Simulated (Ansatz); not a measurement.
A made-up structure of CH6B2, closed shell:

```xyz
9
angstrom
B -0.4738 0.6424 -1.0142
C 0.6162 -0.0200 -0.1326
B -0.0431 -0.5417 1.1704
H -1.3987 -0.0093 -1.4055
H -0.4206 1.8026 -1.3037
H 0.3306 -1.3813 0.4791
H 0.8276 -0.9565 -0.6809
H 0.2815 -0.1227 2.2436
H -0.9050 -1.3703 1.1097
```

It is relaxed with PBE-D4/def2-SVP and then PBE0-D4/def2-TZVP (Ansatz 0.2.0). Atoms count as bonded within 1.22 times the sum of their covalent radii (H–H: 0.88 Å). The end point is not checked to be a true minimum.

**Question.** Does its bonding change? (A judgement: the text doesn't fix the answer.)

**Answer.** By the calculation: Yes. Formed: C2–H6; broken: B3–H6.

Where it ends: The first stage lowers the energy by 5.78 eV in 22 steps. It ends as CH₆B₂ ([BH2][CH2][BH2]):
B1  (-0.343, 0.550, -0.965)
C2  (-0.207, -0.791, -0.198)
B3  (0.236, -0.493, 1.258)
H4  (0.333, 0.791, -1.922)
H5  (-1.129, 1.371, -0.589)
H6  (-1.261, -1.097, -0.067)
H7  (0.375, -1.556, -0.708)
H8  (-0.463, 0.171, 1.967)
H9  (1.275, -0.902, 1.689)
(Å)

Labels in which every atom is bracketed show which atoms are joined, not bond orders.

For scale, one of the runs: PBE0-D4/def2-TZVP relaxation, 129 basis functions, launched by `ansatz run in.yaml --threads 2 --pin off --events-out ev --progress --plain --max-ram 4352MiB`. The run took about 35 s on 2 CPU threads of an AMD EPYC (shared host).
